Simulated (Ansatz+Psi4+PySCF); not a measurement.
doublet N₂O(+): levels of theory in one basis

```yaml
atoms:
  - { symbol: N, position_ang: [0.0000, 0.0000, -1.2320] }
  - { symbol: N, position_ang: [0.0000, 0.0000, -0.0609] }
  - { symbol: O, position_ang: [0.0000, 0.0000, 1.1312] }
```

Basis set: cc-pVTZ (spherical functions). Left uncorrelated: 3 orbitals. Correlation on ROHF uses semicanonical orbitals with singles. Charge 1, multiplicity 2.

Computed with Ansatz (development build ahead of 0.2.0) and Psi4 1.11; each method stands on the lowest determinant of its kind that the runs found.

```tsv
method	E − E(ROHF) (eV)	<S²> of the determinant
ROHF	0.00	0.75
UHF	-0.78	1.18
ROHF-MP2	-16.11	–
ROHF-CCSD	-16.22	–
UHF-CCSD	-16.26	1.18
ROHF-CCSD(T)	-17.14	–
UHF-CCSD(T)	-17.12	1.18
```

(1) What does UHF-MP2 give on the same scale?

Results:

(1) -15.04 eV.

Caution for ROHF, ROHF-MP2, ROHF-CCSD, ROHF-CCSD(T): an unrestricted determinant lies well below. Caution for UHF, UHF-MP2, UHF-CCSD, UHF-CCSD(T): the unrestricted determinant is spin contaminated. Caution for ROHF-MP2, UHF-MP2, ROHF-CCSD, UHF-CCSD, ROHF-CCSD(T), UHF-CCSD(T): large amplitudes, a single reference is doubtful.
